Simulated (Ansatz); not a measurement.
**C₃H₆ClF: a ladder of functionals and wavefunction methods**

An exercise on one series of results from a longer session: the logs are not shown, and one member is left open.

Method: functionals in def2-TZVPP, the program's frozen cores in correlated methods; program: Ansatz 0.2.0, Gaussian basis.

The runs, in order: LDA (SPW92), PBE-D4, revPBE-D4, BLYP-D4, r2SCAN-D4, B97M-V, PBE0-D4, B3LYP-D4, r2SCANh-D4, r2SCAN0-D4, HSE06-D4, BHLYP-D4, CAM-B3LYP-D4, LC-ωPBE, ωB97X-V, ωB97M-V, B2PLYP, PBE-QIDH; CCSD(T)/def2-SVP; CCSD(T)/def2-TZVPP; MP2/def2-QZVPP; extrapolation to the limit; RPA on PBE.

## The relaxed structure

The geometry comes from an earlier relaxation with PBE0-D4 in a triple-zeta def2 set; it is a stationary point, not always the lowest conformer.

SMILES `CC(Cl)CF`, 11 atoms, charge 0, spin multiplicity 1.

Atoms are counted from 1 here; the program's logs count them from 0.

Bond lengths: C1–C2 1.508 Å, C1–H6 1.090 Å, C1–H7 1.092 Å, C1–H8 1.092 Å, C2–Cl3 1.792 Å, C2–C4 1.514 Å, C2–H9 1.091 Å, C4–F5 1.382 Å, C4–H10 1.092 Å, C4–H11 1.094 Å. Angles: C2–C1–H6 110.9°, C2–C1–H7 110.7°, C2–C1–H8 109.2°, H6–C1–H7 108.6°, H6–C1–H8 108.7°, H7–C1–H8 108.6°, C1–C2–Cl3 110.7°, C1–C2–C4 113.4°, C1–C2–H9 110.9°, Cl3–C2–C4 106.4°, Cl3–C2–H9 105.7°, C4–C2–H9 109.3°, C2–C4–F5 109.0°, C2–C4–H10 110.9°, C2–C4–H11 110.6°, F5–C4–H10 108.3°, F5–C4–H11 108.4°, H10–C4–H11 109.6°.

Geometry (Å):

```
C    -1.0372   -0.4681    0.6143
C     0.3279    0.1522    0.4555
Cl    1.5924   -0.9102    1.1516
C     0.7161    0.3881   -0.9883
F    -0.1804    1.2742   -1.5561
H    -1.2800   -0.6094    1.6677
H    -1.0810   -1.4377    0.1139
H    -1.7859    0.1898    0.1672
H     0.3957    1.0921    1.0057
H     1.7167    0.8201   -1.0575
H     0.6810   -0.5480   -1.5533
```

The first run:

Contents of in.yaml:

```yaml
crystal:
  periodic: [false, false, false]
  atoms:
    - {symbol: C, position_ang: [-1.037150, -0.468107, 0.614325]}
    - {symbol: C, position_ang: [0.327945, 0.152187, 0.455530]}
    - {symbol: Cl, position_ang: [1.592408, -0.910154, 1.151629]}
    - {symbol: C, position_ang: [0.716071, 0.388094, -0.988337]}
    - {symbol: F, position_ang: [-0.180401, 1.274188, -1.556107]}
    - {symbol: H, position_ang: [-1.279977, -0.609373, 1.667660]}
    - {symbol: H, position_ang: [-1.080963, -1.437727, 0.113927]}
    - {symbol: H, position_ang: [-1.785901, 0.189790, 0.167172]}
    - {symbol: H, position_ang: [0.395686, 1.092074, 1.005683]}
    - {symbol: H, position_ang: [1.716682, 0.820059, -1.057549]}
    - {symbol: H, position_ang: [0.680999, -0.548031, -1.553333]}
basis:
  gaussian: {orbitals: def2-TZVPP}
hamiltonian: {xc: lda}
output: {orbitals: {seedname: orbitals}}
```

Steps of the session up to this table: LDA; PBE-D4 (GGA); revPBE-D4 (GGA); BLYP-D4 (GGA); r2SCAN-D4 (meta-GGA); B97M-V (meta-GGA); PBE0-D4 (hybrid); B3LYP-D4 (hybrid); r2SCANh-D4 (hybrid); r2SCAN0-D4 (hybrid); HSE06-D4 (hybrid); BHLYP-D4 (hybrid); CAM-B3LYP-D4 (range-separated); LC-ωPBE (range-separated); ωB97X-V (range-separated); ωB97M-V (range-separated); B2PLYP (double hybrid); PBE-QIDH (double hybrid).

One of the session's tables, all rows but one given; the rest of the session is left out.

It belongs to the step «Frontier levels by functional». 

```
  functional  HOMO (eV)  LUMO (eV)  gap (eV)
 LDA (SPW92)      -7.35      -0.81      6.55
      PBE-D4      -7.22      -0.57      6.65
   revPBE-D4      -7.16      -0.47      6.69
     BLYP-D4      -7.09      -0.46      6.63
   r2SCAN-D4      -7.55      -0.25      7.30
      B97M-V      -7.68      -0.22      7.46
     PBE0-D4      -8.66       0.56      9.22
    B3LYP-D4      -8.40       0.27      8.67
  r2SCANh-D4      -8.08       0.16      8.24
  r2SCAN0-D4          ?          ?         ?
    HSE06-D4      -8.25       0.18      8.43
    BHLYP-D4      -9.98       1.61     11.58
CAM-B3LYP-D4     -10.09       1.65     11.74
     LC-ωPBE     -11.51       2.96     14.47
     ωB97X-V     -11.14       2.80     13.94
     ωB97M-V     -10.98       2.51     13.50
```

Estimate the missing values for r2SCAN0-D4.

Worked estimate for «HOMO (eV)». Against the share of exact exchange, r2SCAN-D4 (0, -7.55), r2SCANh-D4 (0.1, -8.08) give a slope of -5.30 per unit share; at 0.25 the line stands at -8.87.

As computed: HOMO (eV): -8.87; LUMO (eV): 0.77; gap (eV): 9.64. In «HOMO (eV)» the line misses by 0.00.
